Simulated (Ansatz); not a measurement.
# Molecular dynamics of BClFH

Input:

```yaml
crystal:
  periodic: [false, false, false]
  atoms:
    - { symbol: B, position_ang: [-0.424095, 0.0, 0.350585] }
    - { symbol: H, position_ang: [0.705158, -3.0e-06, 1.042494] }
    - { symbol: Cl, position_ang: [2.099798, 3.0e-06, 0.219304] }
    - { symbol: F, position_ang: [-0.957161, 0.0, -0.790383] }
basis:
  gaussian: { orbitals: def2-SVPD }
hamiltonian:
  xc: pbe0
  dispersion: d4
md:
  timestep: 0.5
  n_steps: 200
  ensemble: nve
  temperature: 300.0
  initial_velocities: maxwell_boltzmann
  seed: 7536
```

Command:

```bash
$ ansatz run input.yaml --threads 1 --pin off --max-ram 2048MiB --backend cpu --events-out ev --progress --plain --runs-dir out
```

It starts at the highest image of a converged band. Of that band: Neighbouring images differ by up to 2.0 eV, so the band resolves the path poorly. A vibrational analysis at the climbing image gives one clearly imaginary mode, 813i cm⁻¹: a first-order saddle point.

Output, in part (step lines, the closing report, with atoms numbered from 0):

```
md step     0: t =     0.00 fs  T =   300.0 K  F+E_penalty+E_count = -15917.04939642 eV  E_kin = 0.077556 eV  conserved = -15916.97184042 eV  (27 SCF iters)
md step     1: t =     0.50 fs  T =   298.5 K  F+E_penalty+E_count = -15917.04900070 eV  E_kin = 0.077162 eV  conserved = -15916.97183897 eV  (30 SCF iters)
md step     2: t =     1.00 fs  T =   295.1 K  F+E_penalty+E_count = -15917.04813537 eV  E_kin = 0.076301 eV  conserved = -15916.97183392 eV  (29 SCF iters)
md step     3: t =     1.50 fs  T =   290.3 K  F+E_penalty+E_count = -15917.04688726 eV  E_kin = 0.075061 eV  conserved = -15916.97182641 eV  (29 SCF iters)
md step     4: t =     2.00 fs  T =   284.6 K  F+E_penalty+E_count = -15917.04538487 eV  E_kin = 0.073567 eV  conserved = -15916.97181775 eV  (29 SCF iters)
md step     5: t =     2.50 fs  T =   278.4 K  F+E_penalty+E_count = -15917.04377811 eV  E_kin = 0.071969 eV  conserved = -15916.97180924 eV  (29 SCF iters)
md step     6: t =     3.00 fs  T =   272.4 K  F+E_penalty+E_count = -15917.04221818 eV  E_kin = 0.070416 eV  conserved = -15916.97180198 eV  (29 SCF iters)
md step     7: t =     3.50 fs  T =   267.1 K  F+E_penalty+E_count = -15917.04084027 eV  E_kin = 0.069044 eV  conserved = -15916.97179674 eV  (28 SCF iters)
[... lines left out ...]
Total energy: -15917.20765590 eV, -584.9465922835 hartree
Atom 0 at    -1.859094    -0.037173     0.234665 Å, force    -0.134551    -0.008456     0.168655 eV/Å
Atom 1 at     2.534410     0.476692     1.412393 Å, force    -0.018990    -0.389532    -0.976874 eV/Å
Atom 2 at     2.499363    -0.011185     0.181856 Å, force     0.019430     0.390744     0.987404 eV/Å
Atom 3 at    -0.983274     0.016735    -0.674175 Å, force     0.134112     0.007243    -0.179185 eV/Å
Dipole moment:     0.167712     0.100060     0.077764 e Å
```

The steps, from the saved trajectory:

```tsv
time (fs)	T (K)	potential energy less start (eV)	conserved less start (meV/atom)
0.0	300	0.000	0.00
3.0	272	0.007	0.01
6.0	261	0.010	0.01
9.0	300	0.000	0.01
12.0	399	-0.025	0.01
15.0	529	-0.059	-0.01
18.0	566	-0.069	0.01
21.0	677	-0.098	0.00
24.0	783	-0.125	-0.01
27.0	860	-0.145	0.00
30.0	930	-0.163	-0.01
33.0	937	-0.164	0.02
36.0	998	-0.181	-0.03
39.0	978	-0.175	0.00
42.0	972	-0.174	-0.01
45.0	957	-0.170	0.00
48.0	975	-0.175	-0.01
51.0	999	-0.181	-0.03
54.0	951	-0.168	0.02
57.0	986	-0.177	-0.03
60.0	945	-0.166	0.03
63.0	1001	-0.182	-0.06
66.0	909	-0.157	0.04
69.0	978	-0.176	-0.05
72.0	923	-0.161	0.04
75.0	989	-0.178	-0.04
78.0	922	-0.161	0.03
81.0	971	-0.174	-0.04
84.0	950	-0.168	0.00
87.0	948	-0.168	0.00
90.0	937	-0.165	-0.01
93.0	923	-0.161	0.01
96.0	973	-0.174	-0.04
99.0	918	-0.160	0.03
```

The run went to its last step. The conserved energy stayed within 0.057 meV per atom of its start (net change 0.032 meV per atom), so the integration is sound. The kinetic energy rose, since the run started high on the potential surface and went downhill. It ends in pieces (BF + ClH), so much of that is their flight and rotation, not heat. A run of 0.1 ps of so small a system gives no equilibrium averages. The orbitals stay closed-shell, which can raise the energy where a bond breaks towards radicals; this wasn't checked here.

Between its relaxed ends the band would form H2–Cl3 and break B1–H2, B1–Cl3. These pairs go: H2–Cl3 1.62 → 1.32 Å, B1–H2 1.32 → 4.58 Å, B1–Cl3 2.53 → 4.36 Å. In the last frame they stand as after the step (other bonds may differ from the relaxed reactants and products). It ends as BF + ClH. Pairs count as bonded within 1.25 times the sum of covalent radii (0.12 Å more for H–H).

Last frame:

```xyz
4
Properties=species:S:1:pos:R:3
B -1.859 -0.037 0.235
H 2.534 0.477 1.412
Cl 2.499 -0.011 0.182
F -0.983 0.017 -0.674
```

Time of the run: 4.8 min on 1 thread of Arm Neoverse V2 (shared host), peak memory 0.12 GiB.
